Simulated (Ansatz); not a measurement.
`CCCC(C)(C)C` + `CC` → `CCCCC(C)(C)C` + CH₄  (formal exchange of groups at a C–C bond)

Computed with Ansatz on PBE0-D4/def2-TZVP structures; ΔE is electronic, products minus reactants. CCSD(T)/CBS is the MP2 limit (def2-TZVPP, def2-QZVPP) plus CCSD(T) − MP2 in def2-TZVPP, frozen cores. This one scheme is used for every species. One conformer a species, not always the lowest.

| species | CCSD(T)/CBS(def2) energy (Eh) |
| --- | --- |
| `CCCC(C)(C)C` | -276.02909 |
| `CC` | -79.71954 |
| `CCCCC(C)(C)C` | -315.29028 |
| CH₄ | -40.46206 |

Task: Work out ΔE.

Result: ΔE = (-315.29028) + (-40.46206) − (-276.02909) − (-79.71954) = -0.00371 Eh = -9.7 kJ/mol.

Largest T1 diagnostic among the species: 0.009.

The D4 term adds −3.7 kJ/mol with B3LYP and −2.4 kJ/mol with PBE0; it sums over pairs of atoms, weighted by their polarisabilities, and B3LYP, whose exchange is more repulsive, gets the larger term. Leaving LDA and LC-ωPBE aside and taking each functional with its dispersion term where it has one, the values, not all of them listed here, spread over 2.8 kJ/mol, from B97M-V to B2PLYP. LDA lies −4.2 kJ/mol from PBE without D4.

B3LYP here is the variant with VWN-RPA as its local correlation; programs differ in this.
